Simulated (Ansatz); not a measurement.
## Where CCSD(T) holds and where it slips

Each species is computed at the geometry given (Å), with frozen cores, in Ansatz 0.2.0: RHF-CCSD(T) for singlets, UHF-CCSD(T) otherwise, and full CI in the same basis. The program picks the determinant by trial CCSD, so it needn't be the lowest Hartree–Fock solution. States: B2H Π, GeH⁺ Σ⁺ or Δ, HAlO Σ⁺ or Δ. Cases whose determinant has another symmetry than full CI's state, or whose (Q) step broke down, weren't drawn. No relativity is included.

Judging by size, spin and bonding and the diagnostics given, rank them by the size of CCSD(T)'s error in total energy against full CI in the same basis, smallest first (an estimate).
A. HAlO, singlet, 6-31G: Al 0.000 0.000 0.008; O 0.000 0.000 -1.585; H 0.000 0.000 1.577. T1 0.041, (T) -282 meV in a correlation energy of -5.48 eV
B. B$_{2}$H, doublet, 6-31G: B 0.000 0.000 0.437; B 0.000 0.000 -2.051; H 0.000 0.000 1.614. T1 0.105, (T) -112 meV in a correlation energy of -3.15 eV
C. GeH⁺, singlet, cc-pVQZ: Ge 0.000 0.000 0.000; H 0.000 0.000 1.589. T1 0.011, (T) -40 meV in a correlation energy of -2.43 eV

C (9.4 meV), A (44.9 meV), B (110.3 meV).

```tsv
species	basis	correlated electrons	CCSD(T) − full CI (meV)	CCSDT(Q) − full CI (meV)	unpaired electrons (full CI)	T1	⟨S²⟩ of the determinant
GeH⁺, singlet	cc-pVQZ	4	9.4	0.3	0.06	0.011	0.00
HAlO, singlet	6-31G	10	44.9	-21.3	0.12	0.041	0.00
B2H, doublet	6-31G	7	110.3	-4.3	1.26	0.105	1.12
```

Unpaired electrons are Σ n²(2−n)² over natural occupations; an open shell counts its own unpaired electrons too. Frozen cores follow each run's orbitals, which moves totals by a few meV.
